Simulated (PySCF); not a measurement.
Molecule: `C#C/C=C\CCl`, C$_{5}$H$_{5}$Cl.

Structure with atom numbers: `[CH:1]#[C:2]/[CH:3]=[CH:4]\[CH2:5][Cl:6]`. Hydrogens are named by the atom that carries them.

Geometry PBE0-D3(BJ)/def2-SVP throughout; GIAO in PySCF 2.14, gas phase, one conformer, non-relativistic; equivalent atoms averaged; functional PBE0.

Task: How do the absolute shieldings σ depend on the basis set? (a selection of nuclei; ppm; last column core-seconds on shared hosts with different chips, so compare them loosely)

Result: 
```csv
basis set,functions,C4,C3,C1,C2,C5,Cl6,H(C4),H(C3),H(C1),core-s
STO-3G,39,119.1,132.8,150.1,173.3,188.5,986.1,26.64,26.99,28.70,2.2
6-31G,68,60.5,88.1,111.5,124.7,156.0,864.1,26.35,26.77,29.11,4.1
pcSseg-0,68,39.9,69.1,90.8,108.1,145.4,872.2,26.85,27.17,29.22,9.5
6-31G*,98,57.0,85.7,108.7,123.6,151.9,856.5,25.94,26.47,28.81,5.6
def2-SVP,113,51.2,82.6,105.2,118.6,150.3,879.5,25.35,25.94,28.17,6.6
cc-pVDZ,113,53.1,83.9,107.6,121.5,151.2,864.2,25.22,25.72,28.04,19
aug-cc-pVDZ,187,51.9,83.6,109.4,120.8,149.8,856.7,24.98,25.48,28.02,36
"6-311+G(2d,p)",200,37.3,70.1,93.7,105.9,140.3,829.7,25.17,25.71,28.22,15
def2-TZVP,222,35.9,69.4,94.2,105.9,140.2,820.3,25.14,25.69,28.15,24
cc-pVTZ,254,38.0,70.3,94.6,106.9,141.1,846.4,24.96,25.50,28.02,57
IGLO-III,269,29.1,63.7,88.8,101.4,137.4,831.8,25.03,25.57,28.07,63
```

Task: Which nucleus among those listed moves most, in ppm?

Result: Cl6 (chlorine bonded to C): from 820.3 ppm with def2-TZVP to 986.1 ppm with STO-3G. The smallest spread is 1.20 ppm, at H(C1). Proton shifts span only some 12 ppm, so a few tenths of a ppm matter as much there as several ppm in carbon.

Task: Taking the largest basis, IGLO-III (269 functions), as the yardstick, rank the others by their worst heavy-atom deviation.

Result: 6-311+G(2d,p) 8.1 ppm (200 functions), def2-TZVP 11.5 ppm (222 functions), cc-pVTZ 14.6 ppm (254 functions), aug-cc-pVDZ 24.9 ppm (187 functions), 6-31G* 27.9 ppm (98 functions), 6-31G 32.3 ppm (68 functions), cc-pVDZ 32.4 ppm (113 functions), pcSseg-0 40.4 ppm (68 functions), def2-SVP 47.7 ppm (113 functions), STO-3G 154.3 ppm (39 functions).

A small basis that lands close on one nucleus may do so by chance; judge by the trend and by all nuclei.
